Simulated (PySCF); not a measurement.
ammonia (H3N), SMILES N.

Geometry optimised at PBE-D3(BJ)/def2-TZVPD.

Method: TDDFT-LC-ωPBE/def2-TZVPD in PySCF.

Vertical excitations; the highest root listed may be one member of a degenerate set.  State labels are in the subgroup Cs.

```
state  symmetry  energy (eV)  λ (nm)      f                    main pairs
-----  --------  -----------  ------  -----  ----------------------------
S1           A'         6.96     178  0.083                HOMO→LUMO 96 %
S2           A'         9.21     135  0.014  HOMO→LUMO+1 (degenerate set)
S3           A"         9.21     135  0.014  HOMO→LUMO+2 (degenerate set)
S4           A'        10.50     118  0.004  HOMO→LUMO+5 (degenerate set)
S5           A"        10.50     118  0.004  HOMO→LUMO+4 (degenerate set)
S6           A'        10.82     115  0.000              HOMO→LUMO+3 95 %
S7           A'        11.70     106  0.132              HOMO→LUMO+6 95 %
S8           A'        11.86     105  0.043  HOMO→LUMO+8 (degenerate set)
S9           A"        11.86     105  0.043  HOMO→LUMO+7 (degenerate set)
S10          A'        12.04     103  0.221              HOMO−1→LUMO 87 %
T1           A'         6.52     190      0                HOMO→LUMO 93 %
T2           A"         8.78     141      0  HOMO→LUMO+2 (degenerate set)
T3           A'         8.78     141      0  HOMO→LUMO+1 (degenerate set)
T4           A'         9.74     127      0              HOMO→LUMO+3 96 %
```
Triplets are in the Tamm–Dancoff approximation, which puts them higher than full response would, so one can lie above its singlet here.
